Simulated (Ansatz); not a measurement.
A made-up structure of AlSiNH4, singlet:

N1  (-1.571, -0.822, -1.196)
Si2  (-0.760, 0.416, -0.552)
Al3  (1.214, 0.206, 0.910)
H4  (-0.330, 0.041, 0.748)
H5  (-1.306, 1.754, -0.913)
H6  (1.708, -1.267, 1.226)
H7  (1.958, 1.473, 1.508)
(Å)

It is relaxed with PBE-D4/def2-SVP and then PBE0-D4/def2-TZVP (Ansatz 0.2.0). Atoms count as bonded within 1.22 times the sum of their covalent radii (H–H: 0.88 Å). The end point is not checked to be a true minimum.

(1) Does its bonding change? (A judgement: the text doesn't fix the answer.)

Results:

(1) The calculation gives: Yes. Formed: N1–Al3; broken: Si2–Al3, Al3–H4.

Where it ends: The first stage lowers the energy by 5.15 eV in 23 steps. It ends as AlSiNH₄ ([AlH2][N][SiH2]):
```
7
angstrom
N 0.0770 0.2777 0.2254
Si -1.3291 0.9476 0.0121
Al 1.6439 -0.4598 0.4886
H -2.1445 1.5443 1.0997
H -2.0084 1.0610 -1.3029
H 1.7268 -2.0136 0.7959
H 2.9464 0.4419 0.4120
```

Labels in which every atom is bracketed show which atoms are joined, not bond orders.

For scale, one of the runs: PBE0-D4/def2-TZVP relaxation, 129 basis functions, launched by `ansatz run in.yaml --threads 2 --pin off --events-out ev --progress --plain --max-ram 4352MiB`. Hardware: 2 CPU threads of an Arm Neoverse V2, shared host. Wall time about 9.5 s.
